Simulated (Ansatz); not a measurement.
CH3Cl, septet, at the geometry of the source list (a higher spin typed on purpose: for a closed-shell molecule this is an excited state); R2SCAN/def2-SVP in Ansatz (an electronic-structure program).

Ansatz was given this input:
Ansatz 0.2 input:
```yaml
crystal:
  periodic: [false, false, false]
  atoms:
    - {symbol: C, position_ang: [-0.14950000, -0.00800000, -0.00390000]}
    - {symbol: Cl, position_ang: [1.62070000, 0.08660000, 0.04210000]}
    - {symbol: H, position_ang: [-0.43590000, -0.64780000, -0.83250000]}
    - {symbol: H, position_ang: [-0.49370000, -0.42530000, 0.93700000]}
    - {symbol: H, position_ang: [-0.54150000, 0.99450000, -0.14280000]}
basis:
  gaussian:
    orbitals: def2-SVP
hamiltonian:
  xc: r2scan
magnetization: {spin_polarized: false, initial_magnetization: 6}
```

Q: What does Ansatz print? Leave out banner, timings and long lists.

A: 
```
Functional definition: r2SCAN
527 factors; their error is unknown
mean field evaluation 1: about -13553.4853 eV, gradient 5.6e1 eV
mean field evaluation 2: about -13438.4355 eV, gradient 1.6e2 eV
mean field evaluation 4: about -13572.4235 eV, gradient 1.0e1 eV
mean field evaluation 8: about -13572.7263 eV, gradient 5.6e0 eV
mean field evaluation 16: about -13573.2908 eV, gradient 4.7e-1 eV
mean field evaluation 32: about -13573.2820 eV, gradient 2.2e-4 eV
mean field evaluation 64: about -13573.2071 eV, gradient 7.9e-1 eV
mean field evaluation 96: about -13573.0640 eV, gradient 1.0e-1 eV
mean field evaluation 128: about -13558.7265 eV, gradient 1.4e1 eV
mean field evaluation 160: about -13558.4575 eV, gradient 7.0e0 eV
mean field -13573.28202027 eV, -498.8089139438 hartree, gradient 5.5e-6 eV, S^2 12.000000; 12 other end points of the search recorded, 0 dependent functions left out
reference -13573.28202854 eV, -498.8089142477 hartree; 16, 10 occupied and 31, 37 virtual orbitals, 527 factors
Total energy: -13573.28202854 eV, -498.8089142477 hartree
```
